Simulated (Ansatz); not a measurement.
Relaxation of FH4Si2 (7 atoms, charge 0, multiplicity 2), to a largest force component of 0.015 eV/Å in at most 40 steps.

Level of theory: Ansatz, UKS B3LYP-D4/6-31G.

```xyz
7
Properties=species:S:1:pos:R:3:forces:R:3
F -1.819 -0.604 0.419 -3.09 -1.42 2.71
Si -0.729 -0.076 -0.609 2.47 1.33 -3.14
Si 1.239 0.229 0.469 1.26 0.18 0.62
H -0.501 -1.084 -1.683 -0.18 -0.29 -0.21
H -1.158 1.193 -1.259 -0.20 0.18 -0.03
H 1.745 -0.992 1.194 -0.03 0.03 0.00
H 2.364 0.758 -0.402 -0.23 -0.02 0.06
```

Q: Where does it end, and by what steps?

A: The run converged. The force dipped under the threshold on the way, but the program's further checks kept it going. Limits of this set-up: no polarisation functions. After 11 steps the energy has fallen by 0.333 eV; H7 moved furthest, 0.39 Å.

```csv
step,energy less start (eV),largest force component (eV/Å),accepted
0,0.0000,3.142,yes
1,-0.2427,1.624,yes
2,-0.3221,0.361,yes
3,-0.3199,0.218,no
4,-0.3238,0.190,yes
5,-0.3305,0.057,yes
6,-0.3318,0.028,yes
7,-0.3325,0.033,yes
8,-0.3327,0.026,yes
9,-0.3329,0.017,yes
10,-0.3330,0.008,yes
11,-0.3330,0.005,yes
```

```xyz
7
Properties=species:S:1:pos:R:3
F -1.995 -0.415 0.434
Si -0.710 -0.115 -0.657
Si 1.297 0.149 0.547
H -0.680 -1.278 -1.610
H -1.019 1.153 -1.401
H 1.976 -1.124 0.973
H 2.273 1.054 -0.158
```

Whether the end is a true minimum wasn't checked by a vibrational analysis.

Run time: 47 s on 1 thread of AMD EPYC (Zen 3) (shared host), peak memory 0.14 GiB.
